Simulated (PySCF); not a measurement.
**CH4Si (SMILES C=[SiH2]): levels of theory compared**

We compute a comparison of 3 runs (wB97X-V/STO-3G, UMP2/STO-3G, UCCSD(T)/STO-3G) of CH4Si. Input form: a Python script.

The calculation is run with PySCF 2.14.0.

2 further runs of the same task are left out: 2 set aside as unsound or not needed.

## (1) The system as given

CH4Si has 6 atoms, charge 0, and is taken as a singlet. As SMILES, `C=[SiH2]`. The Si2–H6 distance was set to 2.187 Å, away from the relaxed value. At this shape a bond of the SMILES string is far longer than usual.

Bond lengths: C1–Si2 1.748 Å, C1–H3 1.077 Å, C1–H4 1.077 Å, Si2–H5 1.458 Å. Angles: C1–Si2–H5 124.5°, Si2–C1–H3 122.4°, Si2–C1–H4 122.5°, H3–C1–H4 115.0°. A long bond or contact: Si2–H6 2.187 Å.

## (2) A single-point energy at wB97X-V/STO-3G (run 1)

Input file geometry.xyz:

```xyz
6

C     -1.205966    -0.863364     0.196656
Si     0.143994     0.135556     0.680016
H     -1.875786    -1.312814     0.909886
H     -1.430196    -1.074364    -0.834984
H      0.485704     0.449766     2.062506
H      1.545870     1.084200    -0.705300
```

Input file input.py:

```python
from pyscf import gto, dft

molecule = gto.M(
    atom='geometry.xyz',
    max_memory=1860,
    verbose=3,
    basis='sto-3g',
    spin=0,
)

ks = dft.RKS(molecule, xc='wb97x-v')
ks.conv_tol = 1e-10
ks.nlcgrids.level = 1
ks.grids.level = 5
ks.kernel()
if not ks.converged:
    ks = ks.newton().run(ks.mo_coeff, ks.mo_occ)

energy = ks.e_tot
print(f'total energy: {energy:.8f} hartree')
```

Run with:

```bash
$ OMP_NUM_THREADS=1 python input.py
```

Standard output:

```text
converged SCF energy = -325.895548221389
total energy: -325.89554822 hartree
```

Run time: 29 s. Hardware: 1 thread of Intel Xeon Platinum 8488C (Sapphire Rapids), shared host; peak memory 0.2 GiB.

## (3) A single-point energy at UMP2/STO-3G (run 2)

Input file calc.py:

```python
from pyscf import gto, scf, mp

mol = gto.M(
    atom='''
C     -2.278945    -1.631522     0.371626
Si     0.272109     0.256164     1.285044
H     -3.544722    -2.480859     1.719435
H     -2.702679    -2.030254    -1.577891
H      0.917848     0.849935     3.897571
H      2.921271     2.048841    -1.332824
''',
    verbose=3,
    charge=0,
    unit='bohr',
    max_memory=1860,
    basis='sto-3g',
)

hf = scf.UHF(mol)
hf.conv_tol = 1e-10
hf.kernel()
if not hf.converged:
    hf = hf.newton().run(hf.mo_coeff, hf.mo_occ)
for _ in range(3):
    mo, _, stable, _ = hf.stability(return_status=True)
    if stable:
        break
    hf.kernel(hf.make_rdm1(mo, hf.mo_occ))

pt = mp.MP2(hf, frozen=6).run()
e_final = pt.e_tot
print('E(%s) = %.9f' % ('MP2', e_final))
```

Run with:

```bash
$ OMP_NUM_THREADS=1 python calc.py
```

Standard output:

```text
converged SCF energy = -325.069987838424  <S^2> = 9.3507424e-12  2S+1 = 1
<class 'pyscf.scf.uhf.UHF'> wavefunction has an internal instability
converged SCF energy = -325.119636735556  <S^2> = 1.2410575  2S+1 = 2.4421773
<class 'pyscf.scf.uhf.UHF'> wavefunction is stable in the internal stability analysis
E(UMP2) = -325.190394175368  E_corr = -0.0707574398128475
E(SCS-UMP2) = -325.197184895451  E_corr = -0.0775481598950455
E(MP2) = -325.190394175
```

Run time: 1.6 s. Hardware: 1 thread of Intel Xeon Platinum 8488C (Sapphire Rapids), shared host; peak memory 0.12 GiB.

## (4) The energy at UCCSD(T)/STO-3G (run 3)

Input file mol.xyz:

```xyz
6

C     -1.205966    -0.863364     0.196656
Si     0.143994     0.135556     0.680016
H     -1.875786    -1.312814     0.909886
H     -1.430196    -1.074364    -0.834984
H      0.485704     0.449766     2.062506
H      1.545870     1.084200    -0.705300
```

Input file job.py:

```python
from pyscf import gto, scf, cc

system = gto.M(
    atom='mol.xyz',
    basis='sto-3g',
    charge=0,
    max_memory=1860,
    verbose=4,
)

myscf = scf.UHF(system)
myscf.conv_tol = 1e-10
myscf.kernel()
if not myscf.converged:
    myscf = myscf.newton().run(myscf.mo_coeff, myscf.mo_occ)
for _ in range(3):
    mo, _, stable, _ = myscf.stability(return_status=True)
    if stable:
        break
    myscf.kernel(myscf.make_rdm1(mo, myscf.mo_occ))

mycc = cc.CCSD(myscf, frozen=6)
mycc.kernel()
e_t = mycc.ccsd_t()
e_final = mycc.e_tot + e_t
print('Final energy', e_final)
```

Run with:

```bash
$ OMP_NUM_THREADS=1 python job.py
```

Standard output:

```text
PySCF version 2.14.0

[... 102 lines left out ...]
converged SCF energy = -325.069987848409  <S^2> = 9.3471897e-12  2S+1 = 1
[... 64 lines left out ...]
converged SCF energy = -325.119636743049  <S^2> = 1.2410574  2S+1 = 2.4421772
[... 14 lines left out ...]
Init t2, MP2 energy = -0.0707574420758427
[... 21 lines left out ...]
UCCSD converged
[... 2 lines left out ...]
Final energy -325.2699727219299
```

Run time: 1.7 s. Hardware: 1 thread of Intel Xeon Platinum 8488C (Sapphire Rapids), shared host; peak memory 0.12 GiB.

## (5) Overview of the runs

| run | level | integration grid | nlc grid | energy (Eh) | dipole moment (D) of the reference | HOMO energy (eV) | LUMO energy (eV) | wall time |
| --- | --- | --- | --- | --- | --- | --- | --- | --- |
| 1 | wB97X-V/STO-3G | 5 | 1 | -325.895548 | 0.77 | -5.86 | 4.08 | 29 s |
| 2 | UMP2/STO-3G | – | – | -325.190394 | 0.33 | -5.71 | 6.93 | 1.6 s |
| 3 | UCCSD(T)/STO-3G | – | – | -325.269973 | 0.33 | -5.71 | 6.93 | 1.7 s |

## (6) Summary of results

| quantity | value |
| --- | --- |
| run 3: total energy | -325.26997 Eh |
| run 3: dipole moment (Hartree–Fock density) | 0.33 D |
| run 3: HOMO energy (Hartree–Fock orbitals) | -5.71 eV |
| run 3: LUMO energy (Hartree–Fock orbitals) | 6.93 eV |
| run 3: HOMO–LUMO gap (Hartree–Fock orbitals) | 12.65 eV |
| run 3: correlation energy (6 core orbitals frozen) | -150.3 mEh |
| run 3: (T) correction | -2.98 mEh |
| run 3: ⟨S²⟩ of the reference determinant | 1.241 |
| run 3: T1 diagnostic | 0.105 |

What this shows: In runs 1, 2, 3 the basis is minimal, so the values are rough. Spin contamination of the reference: run 2 ⟨S²⟩ = 1.24, run 3 ⟨S²⟩ = 1.24. Where it is this large, the reference is a mixture of spin states, and values that rest on it are in doubt. All runs together took 32 s, the longest 29 s.
